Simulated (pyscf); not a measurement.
## Four-centre exchange: H₃Si–O–PH₂ + silane (SiH₄) -> H₃Si–O–PH–SiH₃ + hydrogen (H₂)

Gas phase, singlet surface, charge 0. Bonds broken: P1–H4, Si9–H10. Bonds formed: P1–Si9, H4–H10. Single points on ωB97X-D3(BJ)/def2-SVP structures (PySCF, gas phase).

Transition state (Å):

```xyz
13

P      0.5264     0.1524    -0.2652
O     -0.0627    -1.0912     0.7138
Si     0.5578    -1.4608     2.2219
H     -0.9975     0.1229    -1.2950
H      0.7778    -0.6229    -1.4458
H      0.5370    -0.2606     3.1076
H     -0.3067    -2.5267     2.7934
H      1.9623    -1.9508     2.1064
Si    -1.8184     1.2225    -0.3564
H     -1.8995     0.2240    -1.7778
H     -1.4031     2.4576    -1.0647
H     -3.3155     1.0833    -0.3507
H     -1.5020     1.2062     1.1140
```

One imaginary mode, 1616i cm⁻¹; descent along it reached the two sides named.

```json
[
 {"bond": "P1–H4", "change": "breaks", "reactant side (Å)": "1.426", "saddle": "1.839", "product side": "3.8"},
 {"bond": "Si9–H10", "change": "breaks", "reactant side (Å)": "1.489", "saddle": "1.739", "product side": "3.4"},
 {"bond": "P1–Si9", "change": "forms", "reactant side (Å)": "4.0", "saddle": "2.579", "product side": "2.260"},
 {"bond": "H4–H10", "change": "forms", "reactant side (Å)": "2.9", "saddle": "1.028", "product side": "0.760"}
]
```

Electronic energies relative to the separated reactants (kcal/mol):

```csv
level,barrier,reaction energy,reverse barrier
ωB97X-D3(BJ)/def2-TZVP,68.7,+0.7,68.0
PBE/def2-TZVP,60.2,+2.5,57.7
r²SCAN/def2-TZVP,63.3,+2.5,60.8
B3LYP-D3(BJ)/def2-TZVP,67.7,+3.2,64.6
PBE0-D3(BJ)/def2-TZVP,63.1,+2.0,61.1
M06-2X/def2-TZVP,70.4,+3.4,67.0
ωB97M-D3(BJ)/def2-TZVP,70.6,+4.8,65.8
HF/def2-TZVP,94.9,+12.2,82.7
```

With ωB97M-D3(BJ)/def2-TZVP energies and thermal terms (ideal gas, 1 atm, RRHO with modes under 100 cm⁻¹ raised to 100, one conformer, R ln 2 for chiral ones without a mode under 150 cm⁻¹), in kcal/mol:

```json
[
 {"T (K)": "298", "ΔH‡": "69.5", "ΔG‡": "79.3", "ΔH": "+3.2", "ΔG": "+4.8"},
 {"T (K)": "600", "ΔH‡": "70.1", "ΔG‡": "89.0", "ΔH": "+4.7", "ΔG": "+5.7"},
 {"T (K)": "900", "ΔH‡": "70.9", "ΔG‡": "98.2", "ΔH": "+5.8", "ΔG": "+5.9"},
 {"T (K)": "1200", "ΔH‡": "71.7", "ΔG‡": "107.2", "ΔH": "+6.4", "ΔG": "+5.9"}
]
```

At the saddle there is also a short H–Si contact that neither side keeps. The same reactants have a lower exit, to PH₃ + H₃Si–O–SiH₃ (barrier +37.2 kcal/mol at ωB97M-D3(BJ)/def2-TZVP, against +70.6 kcal/mol here). H₃Si–O–PH₂ lies 5.7 kcal/mol over its isomer HO–SiH₂–PH₂ (electronic energy, ωB97M-D3(BJ)/def2-TZVP). H₃Si–O–PH–SiH₃ lies 29.6 kcal/mol over its isomer H₃Si–O–SiH₂–PH₂ (electronic energy, ωB97M-D3(BJ)/def2-TZVP). This is the saddle that the search found; another between the same sides may lie lower.
